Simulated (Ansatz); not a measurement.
System: fcc Pb. Method: PBE-D4 in Ansatz (plane waves, PAW).

Settings: plane-wave cutoff 520 eV, 20×20×20 k mesh, Fermi–Dirac smearing 0.05 eV, scalar-relativistic PAW data made under PBE.

Pressure at four volumes; x = ln(V/30.483 Å³). One pressure is withheld.

```
V (Å³/atom)        x  P (GPa)
-----------  -------  -------
28.654       -0.0619     3.25
30.483        0.0000     0.00
31.702        0.0392    -1.60
32.312        0.0583        ?
```

### Question
Pass a parabola P(x) through the three rows shown, estimate the bulk modulus and its pressure derivative near zero pressure, and predict the withheld pressure.

### Answer
Slopes between the rows: (0.00 − (3.25))/(0.0000 − (-0.0619)) = -52.50 and (-1.60 − (0.00))/(0.0392 − (0.0000)) = -40.82 GPa. Their difference over the span 0.1011 is c = 11.68/0.1011 = 115.5 GPa, so P(x) = 3.25 + (-52.50)(x − (-0.0619)) + 115.5 (x − (-0.0619))(x − (0.0000)). At the middle row B = −dP/dx = −[-52.50 + 115.5 × 0.0619] = 45.4 GPa, and B′ = dB/dP = 2c/B = 5.1. At x = 0.0583 the parabola gives -2.25 GPa; the run gives -2.27 GPa. The Birch–Murnaghan fit to the energies at all volumes has B0 = 44.9 GPa and B′ = 5.1.

Measured, for comparison: bulk modulus 47 GPa (corrected for temperature and zero-point phonon effects; as tabulated in Levämäki et al. (2014), arXiv:1402.3671). Computed (rounded) less measured: bulk modulus -4 %.

Spin–orbit coupling is not included; it can shift volumes and moduli of such heavy elements.

Ansatz is a quantum-chemistry and plane-wave program.
